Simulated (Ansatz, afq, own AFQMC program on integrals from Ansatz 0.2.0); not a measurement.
# AlC, doublet: AFQMC among the cluster methods

```xyz
2

Al    0.0000    0.0000    0.0000
C     0.0000    0.0000    2.4070
```

Basis 6-31G. Only valence electrons are correlated. AFQMC by an in-house program on the Cholesky factors that Ansatz 0.2.0 writes for its CCSD(T) run. ph-AFQMC/CISD is guided by a CISD state made of CCSD amplitudes; releasing the constraint for a short imaginary time cuts its bias at the price of noise, slowly where states lie close. Uncertainties: one standard error, sampling alone.

Determinant: ROHF, the one that the program's search chose, which needn't be the lowest solution. The geometry is a point of a scan.

Full CI is exact in this basis; its frozen core comes from its own orbitals, which moves totals by up to a few meV.

Cautions: a spin-contaminated unrestricted determinant lies lower (UHF 758 meV lower, ⟨S²⟩ 1.81); the released energies have errors that jump between times, so the bars are unsure, so no released level is given (meV from the phaseless value at times in 1/Eh: 0 ± 4 at 0.24, -4 ± 4 at 0.51, -12 ± 12 at 0.99, -8 ± 3 at 1.62, -13 ± 4 at 2.40); full CI with its own frozen core; a state of higher spin lies lower (by 1.30 eV).

```
T1 diagnostic                               : 0.0323
weight of the determinant in the CISD state : 0.868
size of the correlated space                : 7 electrons in 16 orbitals
```

```json
{"level": "MP2", "correlation energy (eV)": "-1.8935"}
{"level": "CCSD", "correlation energy (eV)": "-2.7999"}
{"level": "CCSD(T)", "correlation energy (eV)": "-2.8669"}
```

Question: Estimate where full CI lies against CCSD(T) in the same basis.

Answer: 7.0 kJ/mol below CCSD(T).

Reference: full CI, correlation energy -2.939 eV. CCSDTQ lies 1.3 meV above full CI, in part by the other frozen core, which shifts every row alike, so rows that close can't be ranked against it.

| level | E − E(reference) (kJ/mol) | share of correlation (%) |
| --- | --- | --- |
| CCSD(T) | 7.0 | 97.54 |
| CCSDT | 2.5 | 99.13 |
| CCSDT(Q) | 1.1 | 99.62 |
| CCSDTQ | 0.1 | 99.96 |
| ph-AFQMC/CISD | 5.0 ± 0.4 | 98.23 |

CCSDT and higher add their correlation energy to the determinant of the CCSD(T) run, since their own runs factorise the integrals more tightly (a shift of under 2 meV).
